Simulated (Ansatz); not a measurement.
Born–Oppenheimer molecular dynamics of BClH₂ (4 atoms, charge 0, multiplicity 1). It starts from a relaxed structure.

These are results of RKS B3LYP-D4/def2-SVP (Ansatz 0.2.0), not measurements.

```yaml
ensemble: NVT, Nosé–Hoover chain
time_step: 0.5 fs
steps_asked: 150
set_temperature: 500 K
thermostat: time constant 100 fs, chain length 3 (defaults)
seed: 971194
```

First frame:

```xyz
4
Properties=species:S:1:pos:R:3
B 0.000 0.000 0.015
Cl 0.000 0.000 1.761
H 1.058 0.000 -0.553
H -1.058 0.000 -0.553
```

Task: How far do the bonds stretch over the last three quarters of this one trajectory? (Pairs bonded in most of those frames.)

Result: 
```csv
bond,mean (Å),spread (Å),shortest,longest
B1–Cl2,1.742,0.024,1.70,1.78
B1–H3,1.201,0.017,1.17,1.23
B1–H4,1.209,0.031,1.16,1.25
```

Mean temperature of the second half: 270 K. The conserved energy stayed within 0.17 meV per atom of its start (net change 0.061 meV per atom), so the integration is sound. The mean temperature of the second half is 46 % below the set value. A run of 0.075 ps of so small a system gives no equilibrium averages.

Run time: 46 s on 1 thread of AMD EPYC 9R45 96-Core Processor (Zen 5), on a shared host, peak memory 0.097 GiB.
